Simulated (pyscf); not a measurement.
H₂N–Si:–Cl [singlet] + H₂ → H₂N–SiH₂–Cl (insertion; singlet surface; H–H broken, H–Si, H–Si formed). Single points on ωB97X-D3(BJ)/def2-SVP structures (PySCF, gas phase). Energies in kcal/mol from the separated reactants.

```tsv
level	barrier	reaction energy
ωB97X-D3(BJ)/def2-TZVP	41.3	-37.0
PBE/def2-TZVP	35.0	-30.8
r²SCAN/def2-TZVP	?	?
PBE0-D3(BJ)/def2-TZVP	?	-36.0
M06-2X/def2-TZVP	43.4	-32.5
HF/def2-TZVP	54.0	-39.1
```

Question: Fill in the missing entries.

Answer: 
- r²SCAN/def2-TZVP, barrier: 35.2
- r²SCAN/def2-TZVP, reaction energy: -35.9
- PBE0-D3(BJ)/def2-TZVP, barrier: 35.9

The functionals in the table span 8.5 kcal/mol in this barrier, from PBE to M06-2X. The same reactants have a lower exit, to :HSi–Cl [singlet] + NH₃ (barrier +35.0 kcal/mol at ωB97M-D3(BJ)/def2-TZVP, against +42.4 kcal/mol here). This is the saddle that the search found; another between the same sides may lie lower.
